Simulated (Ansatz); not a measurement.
Fluorite CdF2 was calculated with LDA in Ansatz (plane waves, PAW).

Numerical settings: plane-wave cutoff 520 eV, 12×12×12 k mesh, Fermi–Dirac smearing 0.01 eV, scalar-relativistic PAW data made under PBE.

Cell (relaxed at this level):

```
CdF2
1.0
    0.00000     2.64874     2.64874
    2.64874     0.00000     2.64874
    2.64874     2.64874     0.00000
Cd F
1 2
Cartesian
  0.00000   0.00000   0.00000
  1.32437   1.32437   1.32437
  3.97310   3.97310   3.97310
```

Task: Give the computed bulk modulus, band gap, smallest direct gap on the k points sampled and pressure derivative B′ of the bulk modulus.

Result: 
- bulk modulus = 127 GPa
- band gap = 2.99 eV
- smallest direct gap on the k points sampled = 3.40 eV
- pressure derivative B′ of the bulk modulus = 4.8

Measured, for comparison: band gap 7.8 eV (temperature not stated, no zero-point or thermal correction, indirect W–Γ; as tabulated in Cappellini et al. (2013), arXiv:1302.2571).

Spin–orbit coupling is not included.

Computed values are for the static lattice.

The result took roughly 30 core-seconds.

Ansatz is a quantum-chemistry and plane-wave program.
